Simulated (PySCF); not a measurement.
SMILES [CH2][C]([CH2])[CH2], triplet, PBE0/def2-SVP optimised geometry.

```
10

C     -0.80     1.22     0.00
C     -0.09     0.00     0.00
C     -0.80    -1.22     0.00
C      1.33     0.00     0.00
H     -0.27     2.18     0.00
H     -1.89     1.24     0.00
H     -0.27    -2.18     0.00
H     -1.89    -1.24     0.00
H      1.89     0.94     0.00
H      1.89    -0.94     0.00
```

Density from unrestricted PBE0/def2-TZVP (PySCF) at that geometry.

Minimum of the electron density along straight lines between bonded atoms, close to the bond critical point (lines longer than 1.1 times the sum of covalent radii, or with two minima, are not listed):

```json
[
 {"bond": "C1–C2", "length / Å": "1.414", "ρ at the minimum / e bohr⁻³": "0.304", "∇²ρ there / e bohr⁻⁵": "-0.88", "position (fraction from the first atom)": "0.50"},
 {"bond": "C2–C3", "length / Å": "1.414", "ρ at the minimum / e bohr⁻³": "0.304", "∇²ρ there / e bohr⁻⁵": "-0.88", "position (fraction from the first atom)": "0.50"},
 {"bond": "C2–C4", "length / Å": "1.414", "ρ at the minimum / e bohr⁻³": "0.304", "∇²ρ there / e bohr⁻⁵": "-0.88", "position (fraction from the first atom)": "0.50"},
 {"bond": "C1–H5", "length / Å": "1.092", "ρ at the minimum / e bohr⁻³": "0.279", "∇²ρ there / e bohr⁻⁵": "-0.97", "position (fraction from the first atom)": "0.65"},
 {"bond": "C1–H6", "length / Å": "1.092", "ρ at the minimum / e bohr⁻³": "0.279", "∇²ρ there / e bohr⁻⁵": "-0.97", "position (fraction from the first atom)": "0.65"},
 {"bond": "C3–H7", "length / Å": "1.092", "ρ at the minimum / e bohr⁻³": "0.279", "∇²ρ there / e bohr⁻⁵": "-0.97", "position (fraction from the first atom)": "0.65"},
 {"bond": "C3–H8", "length / Å": "1.092", "ρ at the minimum / e bohr⁻³": "0.279", "∇²ρ there / e bohr⁻⁵": "-0.97", "position (fraction from the first atom)": "0.65"},
 {"bond": "C4–H9", "length / Å": "1.092", "ρ at the minimum / e bohr⁻³": "0.279", "∇²ρ there / e bohr⁻⁵": "-0.97", "position (fraction from the first atom)": "0.65"},
 {"bond": "C4–H10", "length / Å": "1.092", "ρ at the minimum / e bohr⁻³": "0.279", "∇²ρ there / e bohr⁻⁵": "-0.97", "position (fraction from the first atom)": "0.65"}
]
```
